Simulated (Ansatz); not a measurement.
Point defect: Ni vacancy in Ni

Level of theory: DFT PBE, scalar-relativistic, plane waves, PAW (Ansatz). Settings: 420 eV cutoff, 7×7×7 k-mesh, Gaussian smearing of 0.10 eV, collinear spin.

Host crystal, relaxed:

```
Ni
1.0
     0.00000    1.75924    1.75924
     1.75924    0.00000    1.75924
     1.75924    1.75924    0.00000
Ni
1
Direct
  0.00000 0.00000 0.00000
```

Supercell of 27 atoms, rows in host cell vectors: 3 -3 0; 3 0 -3; 3 0 0. Atoms relax at the host's cell, keeping the symmetry that the supercell leaves at the site. The cell is small, so energies carry finite-size errors of tenths of an eV. The host is a metal. Atoms are taken from and returned to the elements' standard states.

Defect: Ni vacancy at (0.000, 0.000, 0.000) of the host cell.

(1) What is the formation energy of the neutral defect?

(2) Does the neutral defect carry a moment, and how do its surroundings relax?

## Answers

(1) 1.53 eV.

(2) It changes the cell's moment by -0.55 μB. The nearest neighbours before are 12 Ni at 2.49 Å; after relaxation the atoms near the site are 12 Ni at 2.46 Å; the largest move is 0.03 Å.

Cost: 2 runs of about 83 core-minutes in all, on AMD EPYC (Zen 3) (shared hosts).